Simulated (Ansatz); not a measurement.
# BCCl (triplet): from Hartree-Fock to the top rungs, cc-pVDZ

An exercise on one series of results from a longer session: the logs are not shown, and one member is left open.

Computed with Ansatz 0.2.0, Gaussian basis. Level: cc-pVDZ, core rule «outside noble gas», up to 7 orbitals frozen.

To be run: UHF; CCSD(T) on ROHF; CCSD(T) on UHF; BCCD(T) on ROHF; CISD; CCSDT(Q) on ROHF; CCSDT(Q) on UHF; CASSCF and MRCISD+Q, 12 electrons in 11 orbitals; CASSCF and NEVPT2, 12 electrons in 11 orbitals.

25 further runs of the same task are left out: 12 that didn't finish, 13 set aside as unsound or not needed.

**The system**

The geometry is a PBE0/def2-TZVP stationary point (not a proven minimum).

3 atoms, charge 0, spin multiplicity 3.

Atoms are counted from 1 here; the program's logs count them from 0.

Bond lengths: C1–B2 1.456 Å, B2–Cl3 1.674 Å. Angles: C1–B2–Cl3 180.0°.

The first run:

The input, in.yaml:

```yaml
crystal:
  periodic: [false, false, false]
  atoms:
    - {symbol: C, position_ang: [0.000000, 0.000000, -1.528560]}
    - {symbol: B, position_ang: [0.000000, 0.000000, -0.072637]}
    - {symbol: Cl, position_ang: [0.000000, 0.000000, 1.601197]}
basis:
  gaussian: {orbitals: cc-pVDZ}
magnetization: {spin_polarized: true, initial_magnetization: 2}
hamiltonian: {xc: hf}
output: {orbitals: {seedname: orbitals}}
```

Run with:

```bash
$ ansatz run in.yaml --threads 1 --pin off --events-out ev --progress --plain --max-ram 2393MiB
```

Among the steps run: UHF; CCSD(T) on ROHF; CCSD(T) on UHF; BCCD(T) on ROHF; CISD; CCSDT(Q) on ROHF; CCSDT(Q) on UHF; CASSCF and MRCISD+Q, 12 electrons in 11 orbitals; CASSCF and NEVPT2, 12 electrons in 11 orbitals.

One of the session's tables, all rows but one given; the rest of the session is left out.

```
          method  from UCCSDT(Q) (kJ/mol)
            ROHF                   +861.0
             UHF                   +852.7
            RMP2                   +122.8
            UMP2                   +123.5
            CISD                   +110.3
           RCCSD                        ?
           UCCSD                    +33.3
        RCCSD(T)                     +6.1
        UCCSD(T)                     +6.1
         BCCD(T)                     +6.0
          RCCSDT                     +2.2
          UCCSDT                     +2.2
       RCCSDT(Q)                     +0.3
       UCCSDT(Q)                        0
  CASSCF valence                   +633.9
  NEVPT2 valence                   +117.0
  MRCISD valence                    +54.5
MRCISD+Q valence                     +3.3
```

Estimate the missing values for RCCSD.

As computed: from UCCSDT(Q) (kJ/mol): +33.6. In the column «from UCCSDT(Q) (kJ/mol)» it lies between UCCSD (+33.3) and MRCISD valence (+54.5).

Among the levels timed on like hardware and quicker than the yardstick, those that no quicker one beats, quickest first: BCCD(T) (25 s, +6.0 kJ/mol); MRCISD+Q valence (1.8 min, +3.3 kJ/mol).

With the free atoms at the same levels and basis (separate runs), the atomisation energy is 8.314 eV at UCCSDT(Q), 8.282 eV at RCCSD(T), 8.280 eV at UCCSD(T), 6.834 eV at ROHF.

Caveats from the session: Of the multireference levels listed MRCISD+Q valence comes nearest in total energy (+3.3 kJ/mol), which doesn't show that its space is the better one. Restricted and unrestricted rows rest on different reference determinants; where their highest levels disagree by more than a few hundredths of an eV, they describe different states and don't form one ladder.
